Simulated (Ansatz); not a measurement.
**C₃H₄O: a ladder of functionals and wavefunction methods**

How much do the methods differ for C₃H₄O? The plan is to run it at one geometry with functionals of several rungs and with coupled cluster. The yardstick is the atomisation energy at the CCSD(T) limit.

The runs use Ansatz 0.2.0, Gaussian basis; functionals in def2-TZVPP, the program's frozen cores in correlated methods.

The runs, in order: LDA (SPW92), PBE-D4, revPBE-D4, BLYP-D4, r2SCAN-D4, B97M-V, PBE0-D4, B3LYP-D4, r2SCANh-D4, r2SCAN0-D4, HSE06-D4, BHLYP-D4, CAM-B3LYP-D4, LC-ωPBE, ωB97X-V, ωB97M-V, B2PLYP, PBE-QIDH; CCSD(T)/def2-SVP; CCSD(T)/def2-TZVPP; MP2/def2-QZVPP; extrapolation to the limit; RPA on PBE.

### 1 The geometry

An earlier PBE0-D4 in a triple-zeta def2 set relaxation fixed the geometry.

SMILES `C=C=CO`, 8 atoms, charge 0, spin multiplicity 1.

Atoms are counted from 1 here; the program's logs count them from 0.

Bond lengths: C1–C2 1.302 Å, C1–H5 1.088 Å, C1–H6 1.088 Å, C2–C3 1.305 Å, C3–O4 1.363 Å, C3–H7 1.084 Å, O4–H8 0.963 Å. Angles: C2–C1–H5 121.7°, C2–C1–H6 121.7°, H5–C1–H6 116.7°, C1–C2–C3 179.5°, C2–C3–O4 126.5°, C2–C3–H7 121.6°, O4–C3–H7 111.9°, C3–O4–H8 108.7°.

### 2 LDA

This LDA is Slater exchange with PW92 correlation.

The input, in.yaml:

```yaml
crystal:
  periodic: [false, false, false]
  atoms:
    - {symbol: C, position_ang: [-0.601070, 1.381243, -0.326277]}
    - {symbol: C, position_ang: [0.097878, 0.306831, -0.098758]}
    - {symbol: C, position_ang: [0.807872, -0.764156, 0.126833]}
    - {symbol: O, position_ang: [0.335477, -1.987737, 0.496456]}
    - {symbol: H, position_ang: [-0.983916, 1.614029, -1.317223]}
    - {symbol: H, position_ang: [-0.828564, 2.092390, 0.464460]}
    - {symbol: H, position_ang: [1.887887, -0.760184, 0.031544]}
    - {symbol: H, position_ang: [-0.623363, -1.939414, 0.567067]}
basis:
  gaussian: {orbitals: def2-TZVPP}
hamiltonian: {xc: lda}
output: {orbitals: {seedname: orbitals}}
```

The run is started by

```
ansatz run in.yaml --threads 2 --pin off --events-out ev --progress --plain --max-ram 4352MiB
```

The runs that follow: PBE-D4 (GGA); revPBE-D4 (GGA); BLYP-D4 (GGA); r2SCAN-D4 (meta-GGA); B97M-V (meta-GGA); PBE0-D4 (hybrid); B3LYP-D4 (hybrid); r2SCANh-D4 (hybrid); r2SCAN0-D4 (hybrid); HSE06-D4 (hybrid); BHLYP-D4 (hybrid); CAM-B3LYP-D4 (range-separated); LC-ωPBE (range-separated); ωB97X-V (range-separated); ωB97M-V (range-separated); B2PLYP (double hybrid); PBE-QIDH (double hybrid); CCSD(T) in def2-SVP; CCSD(T) in def2-TZVPP; MP2 in def2-QZVPP; RPA on PBE orbitals.

**Question.** What will the summary of the whole plan be? Wanted: atomisation energy, CCSD(T)/CBS; farthest beyond LDA; mean size of error, GGA; mean size of error, meta-GGA; mean size of error, hybrid; mean size of error, range-separated; mean size of error, double hybrid; gap, smallest and largest; T1 diagnostic.

The runs gave:

| quantity | value |
| --- | --- |
| atomisation energy, CCSD(T)/CBS | 3350.0 kJ/mol |
| functionals within 16.8 kJ/mol (0.5 %) | B97M-V, r2SCANh-D4, LC-ωPBE, ωB97X-V, ωB97M-V, PBE-QIDH |
| farthest beyond LDA | PBE-D4 (+138.4 kJ/mol) |
| mean size of error, GGA | 72.0 kJ/mol |
| mean size of error, meta-GGA | 20.9 kJ/mol |
| mean size of error, hybrid | 46.3 kJ/mol |
| mean size of error, range-separated | 10.7 kJ/mol |
| mean size of error, double hybrid | 14.6 kJ/mol |
| gap, smallest and largest | 3.99 eV (LDA (SPW92)), 11.34 eV (LC-ωPBE) |
| T1 diagnostic | 0.0129 |
| triples share of the correlation energy | 4.4 % |

What this shows: LDA overbinds by 572.7 kJ/mol (17 %). PBE-D4 is off by +138.4 kJ/mol. Double hybrids carry the basis error of their MP2 part in triple zeta, and no dispersion term here, so their miss is partly the set-up's. The rungs range-separated, double hybrid miss on average by less than the doubt on the reference (16.8 kJ/mol), so they tie; GGA functionals have the largest mean beyond LDA (72.0 kJ/mol). The reference freezes the cores and leaves out relativity and excitations past (T), so misses under about 16.8 kJ/mol can't be ranked. Hartree-Fock recovers 71 % of the binding; the rest is correlation. CCSD(T) in def2-SVP is off by -153.4 kJ/mol, which most functionals beat. The gap grows from 4.0 to 11.3 eV across the functionals, mostly with the share of exact exchange.
